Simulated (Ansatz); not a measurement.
Write a Python script for Ansatz 0.2.0, Python API that makes vertical and adiabatic energies of changing the electron count of H3O2P, SMILES OPO. Level of theory (for the species named): B3LYP, def2-SVP basis, multiplicity 1, D4 dispersion.

| atom | x (Å) | y (Å) | z (Å) |
| --- | --- | --- | --- |
| O | -0.5918 | -0.7862 | -0.3987 |
| P | 0.4033 | 0.4808 | -0.4977 |
| O | 1.0916 | 0.1362 | 0.8885 |
| H | -1.1105 | -0.7656 | -1.2326 |
| H | -0.4379 | 1.5236 | -0.0658 |
| H | 0.6873 | -0.6529 | 1.2601 |

`adiabatic_h3o2p.py`:
```python
"""Vertical and adiabatic ionisation of H3O2P."""

import itertools

import ansatz as az
from ase import Atoms
from ase.data import atomic_numbers, covalent_radii
import numpy as np

atoms = Atoms(["O", "P", "O", "H", "H", "H"], positions=[
    (-0.5918, -0.7862, -0.3987),
    (0.4033, 0.4808, -0.4977),
    (1.0916, 0.1362, 0.8885),
    (-1.1105, -0.7656, -1.2326),
    (-0.4379, 1.5236, -0.0658),
    (0.6873, -0.6529, 1.2601),
])
geometry = az.Crystal.molecule_from_ase(atoms)

calculation = geometry.calculation().basis(gaussian="def2-SVP").functional("b3lyp", dispersion="d4")
symbols = [site.symbol for site in geometry.cartesian_sites]
start = np.array([site.position_ang for site in geometry.cartesian_sites], dtype=float)
summary = calculation.relax(force_tolerance=0.01, max_steps=100).run(threads=1).report
end = np.array(summary["positions_ang"])

minimum = az.Crystal.molecule()
for symbol, place in zip(symbols, end):
    minimum = minimum.atom(symbol, place.tolist())
ion = minimum.calculation()
ion = ion.basis(gaussian="def2-SVP")
ion = ion.functional("b3lyp", dispersion="d4")
ion = ion.charge(1).spin("collinear", total=1)
vertical = ion.run(threads=1).report
settled = ion.relax(force_tolerance=0.01, max_steps=80).run(threads=1).report
print(f"vertical ionisation energy   {vertical['free_energy_ev'] - summary['free_energy_ev']:.3f} eV")
print(f"adiabatic, no zero point     {settled['free_energy_ev'] - summary['free_energy_ev']:.3f} eV")
print(f"relaxation energy of the ion {vertical['free_energy_ev'] - settled['free_energy_ev']:.3f} eV")
ionised = np.array(settled["positions_ang"])
# pairs closer than 1.2 times the sum of covalent radii, before or after
radius = [covalent_radii[atomic_numbers[s]] for s in symbols]
span = lambda where, i, j: np.linalg.norm(where[i] - where[j])
bonded = [(i, j) for i, j in itertools.combinations(range(len(symbols)), 2) if min(span(end, i, j), span(ionised, i, j)) < 1.2 * (radius[i] + radius[j])]
print("pair        before    after (A)")
for i, j in bonded:
    print(f"{symbols[i]}{i}-{symbols[j]}{j}".ljust(10), f"{span(end, i, j):8.4f} {span(ionised, i, j):8.4f}")
```

```console
$ python adiabatic_h3o2p.py
vertical ionisation energy   9.782 eV
adiabatic, no zero point     8.804 eV
relaxation energy of the ion 0.977 eV
pair        before    after (A)
O0-P1        1.6745   1.5828
O0-H3        0.9675   0.9772
P1-O2        1.6580   1.5829
P1-H4        1.4390   1.4146
O2-H5        0.9696   0.9772
```

The energies are electronic: no zero-point or thermal terms, and the basis set is short of its limit. The product may relax into another structure. The relaxation finds the nearest minimum, so the adiabatic value is an upper bound. b3lyp holds the VWN-RPA fit, as in Gaussian; the form of ORCA and Turbomole is b3lyp5. Run time: 66 s on 1 thread of Intel(R) Xeon(R) Platinum 8259CL CPU @ 2.50GHz (Skylake/Cascade Lake), with other jobs on the host, peak memory 0.23 GiB.

(Lines on the test bed's own set-up are left out of the output.)
